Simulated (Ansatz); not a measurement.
What does this script print? It uses the Ansatz DFT code, driven from Python.

Script `cas_ch4osi.py`:
```python
'''Static correlation in CH4OSi: natural occupations of an active space.'''

import warnings

import ansatz as az


def main() -> None:
    warnings.simplefilter('ignore', az.DeckWarning)

    geometry_ang = [
        ('C', (-0.6779, 0.4529, -0.2995)),
        ('Si', (1.0462, 0.0809, -0.5784)),
        ('O', (1.5327, -1.2015, 0.3228)),
        ('H', (-1.2992, -0.3359, -0.5722)),
        ('H', (-1.029, 1.342, -0.9454)),
        ('H', (-0.9206, 0.7742, 0.7324)),
        ('H', (1.4092, -1.1806, 1.2947)),
    ]
    mol = az.Crystal.molecule()
    for symbol, xyz in geometry_ang:
        mol = mol.atom(symbol, xyz)

    calculation = (
        mol.calculation()
        .basis(gaussian='def2-SVP')
        .correlation(active_electrons=4, active_orbitals=5)
    )
    for method in ['sc_nevpt2']:
        r = (calculation if method is None else calculation.correlation(method)).run(threads=1, pin='off').report
        space = r['configurations']
        state = space['states'][0]
        print(method or 'casscf', f'total {r["free_energy_ev"] / 27.211386246:.6f} Ha, active-space state {state["energy"]["hartree"]:.6f} Ha, mean field {r["reference_energy_ev"] / 27.211386246:.6f} Ha')
        print('  determinants', state['n_determinants'], ' natural occupations', [round(n, 3) for n in space['natural_occupations']])


if __name__ == '__main__':
    main()
```

`python cas_ch4osi.py` gives:
```text
RunWarning: the results are in doubt because another end's mean lies 0.122 eV lower, and its corrected mean 0.351 eV higher
sc_nevpt2 total -404.204041 Ha, active-space state -403.835022 Ha, mean field -403.785865 Ha
  determinants 100  natural occupations [1.98, 1.898, 0.083, 0.02, 0.019]
```
(Warnings from the package without file and line.)

These settings explore the input space; basis and method may be short of convergence. The geometry is a force-field or estimated start, not a minimum of this method, and the basis set is short of its limit. The active space starts as a window about the frontier orbitals and is then optimised, not chosen by chemistry. A lower CASSCF solution was found and passed over, so the printed active-space state isn't the lowest. The script silences the warnings on its input, which a real study should read. It ran for 5.4 s on 1 thread of Arm Neoverse V2, on a shared host, peak memory 0.18 GiB.

(Lines on the test bed's own set-up are left out of the output.)
